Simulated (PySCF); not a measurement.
Compound: C₃H₄F₂O.
Numbering: `[O:1]=[CH:2][CH2:3][CH:4]([F:5])[F:6]` (hydrogens: H7 on C2; H8, H9 on C3; H10 on C4)

The same species was optimised twice, with GFN2-xTB and with PBE0-D3(BJ)/def2-SVP (PySCF), and the same property calculations (PySCF, gas phase) were run on both structures.

```json
{"coordinate": "C3–C4 (Å)", "GFN2-xTB": "1.523", "PBE0-D3(BJ)/def2-SVP": "1.510", "change": "-0.013"}
{"coordinate": "O1=C2 (Å)", "GFN2-xTB": "1.194", "PBE0-D3(BJ)/def2-SVP": "1.200", "change": "+0.006"}
{"coordinate": "C4–F5 (Å)", "GFN2-xTB": "1.353", "PBE0-D3(BJ)/def2-SVP": "1.349", "change": "-0.004"}
{"coordinate": "C2–C3 (Å)", "GFN2-xTB": "1.510", "PBE0-D3(BJ)/def2-SVP": "1.509", "change": "-0.001"}
{"coordinate": "C4–F6 (Å)", "GFN2-xTB": "1.355", "PBE0-D3(BJ)/def2-SVP": "1.355", "change": "0.000"}
{"coordinate": "C2–C3–C4 (°)", "GFN2-xTB": "112.0", "PBE0-D3(BJ)/def2-SVP": "113.9", "change": "+1.9"}
{"coordinate": "F5–C4–F6 (°)", "GFN2-xTB": "106.3", "PBE0-D3(BJ)/def2-SVP": "107.9", "change": "+1.6"}
{"coordinate": "C3–C4–F6 (°)", "GFN2-xTB": "110.8", "PBE0-D3(BJ)/def2-SVP": "109.6", "change": "-1.2"}
{"coordinate": "O1–C2–C3 (°)", "GFN2-xTB": "124.5", "PBE0-D3(BJ)/def2-SVP": "123.7", "change": "-0.8"}
{"coordinate": "C3–C4–F5 (°)", "GFN2-xTB": "110.3", "PBE0-D3(BJ)/def2-SVP": "109.8", "change": "-0.5"}
{"coordinate": "O1–C2–C3–C4 (°)", "GFN2-xTB": "136", "PBE0-D3(BJ)/def2-SVP": "136", "change": "0"}
{"coordinate": "C2–C3–C4–F5 (°)", "GFN2-xTB": "178", "PBE0-D3(BJ)/def2-SVP": "175", "change": "-3"}
```

Rotational constants: A = 8694, B = 1920, C = 1654 MHz (GFN2-xTB) against A = 8664, B = 1935, C = 1660 MHz (PBE0-D3(BJ)/def2-SVP). Point groups within 0.08 Å: C1 and C1.

On the GFN2-xTB structure: HOMO (eV) -7.91 [PBE0/pcSseg-1]; LUMO (eV) -1.19 [PBE0/pcSseg-1]; dipole (D) 0.69 [PBE0/pcSseg-1]; GIAO shielding of O1 (ppm) -404.7 [PBE0/pcSseg-1]; GIAO shielding of C2 (ppm) -14.7 [PBE0/pcSseg-1]; GIAO shielding of C3 (ppm) 133.0 [PBE0/pcSseg-1]; GIAO shielding of C4 (ppm) 66.4 [PBE0/pcSseg-1]; GIAO shielding of F5/F6 (mean) (ppm) 304.9 [PBE0/pcSseg-1].

What do these properties become on the PBE0-D3(BJ)/def2-SVP structure?

```tsv
property	level	on GFN2-xTB	on PBE0-D3(BJ)/def2-SVP	change
HOMO (eV)	PBE0/pcSseg-1	-7.91	-7.90	+0.01
LUMO (eV)	PBE0/pcSseg-1	-1.19	-1.21	-0.02
dipole (D)	PBE0/pcSseg-1	0.69	0.82	+0.13
energy, GFN2-xTB geometry as zero (kcal/mol)	PBE0/pcSseg-1	0.0	-0.3	-0.3
GIAO shielding of O1 (ppm)	PBE0/pcSseg-1	-404.7	-414.5	-9.8
GIAO shielding of C2 (ppm)	PBE0/pcSseg-1	-14.7	-16.4	-1.7
GIAO shielding of C3 (ppm)	PBE0/pcSseg-1	133.0	132.1	-0.9
GIAO shielding of C4 (ppm)	PBE0/pcSseg-1	66.4	67.9	+1.5
GIAO shielding of F5/F6 (mean) (ppm)	PBE0/pcSseg-1	304.9	305.8	+0.9
```

The heavy atoms differ by 0.027 Å rms after alignment. Among bonds between heavy atoms C3–C4 changes most (-0.013 Å). Changes are differences of the printed values. Neither structure is proved a minimum here.

Shape of the structure used: `[O:1]=[CH:2][CH2:3][CH:4]([F:5])[F:6]`: O1–C2–C3–C4 136°, C2–C3–C4–F5 175°.
